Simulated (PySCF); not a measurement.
Saddle point of SiH$_{5}$OF, closed shell (SiH₃OF ([OH][SiH2][F]) + H₂ → SiH₄O ([OH][SiH3]) + HF; bonds formed: Si1–H7, F2–H6; bonds broken: Si1–F2, H6–H7), PBE0-D4/def2-TZVP structure:

| atom | x (Å) | y (Å) | z (Å) |
| --- | --- | --- | --- |
| Si1 | -0.3116 | 0.3412 | -0.1932 |
| F2 | 0.1824 | -1.2921 | 0.8230 |
| H3 | -0.3870 | 1.1794 | -1.4185 |
| H4 | -1.6891 | 0.1530 | 0.2993 |
| O5 | 0.8051 | 1.1741 | 0.6556 |
| H6 | 0.2021 | -1.3680 | -0.3853 |
| H7 | 0.0887 | -0.9353 | -1.2406 |
| H8 | 1.1092 | 0.7476 | 1.4599 |

Energies are electronic, without zero-point energy. Barriers and step energies count from the start structure reached by relaxing down the imaginary mode; all methods use the PBE0-D4 structures, on which another method's saddle can fall below an end. PySCF 2.14 with density fitting (its default auxiliary sets; JK sets also for MP2 and CCSD(T)); basis: def2-TZVPP, with def2-QZVPP for the basis limit; cores frozen in the correlated methods. B3LYP uses VWN-RPA correlation. Extrapolation: Hartree–Fock as exp(−7.88 √X), correlation as X^−2.97.

| method | barrier (kcal/mol) | step energy (kcal/mol) |
| --- | --- | --- |
| SPW92 | ? | 24.60 |
| PBE-D4 | 49.93 | 26.76 |
| r2SCAN-D4 | 54.73 | 29.89 |
| PBE0-D4 | ? | 27.09 |
| B3LYP-D4 | 58.51 | 29.39 |
| BHLYP-D4 | 63.60 | 30.02 |
| wB97M-V | 57.81 | 29.36 |
| HF | 76.26 | 31.70 |
| MP2 | ? | 30.24 |
| CCSD | 63.11 | 29.15 |
| CCSD(T) | 60.78 | 29.06 |

Task: Fill in the withheld barriers. (Judge from chemistry; the value comes from the calculation.)

Result: By the calculation: SPW92 41.58; MP2 60.41; PBE0-D4 54.50 kcal/mol. Each is the energy of the saddle less that of the start structure, by the same method.

For comparison, the barrier by CCSD(T) at an estimated basis limit (MP2 extrapolated from triple and quadruple zeta, plus CCSD(T) − MP2 in triple zeta) is 60.45 kcal/mol.

T1 diagnostic: at most 0.013.

Labels in which every atom is bracketed show which atoms are joined, not bond orders.

For scale, one of the runs: CCSD(T)/def2-TZVPP, 174 basis functions, launched by `OMP_NUM_THREADS=4 python run.py`. Time: 70 s of wall clock on 4 CPU threads of an Intel Xeon 6975P-C; the host was shared. Peak host memory: 1.6 GiB.
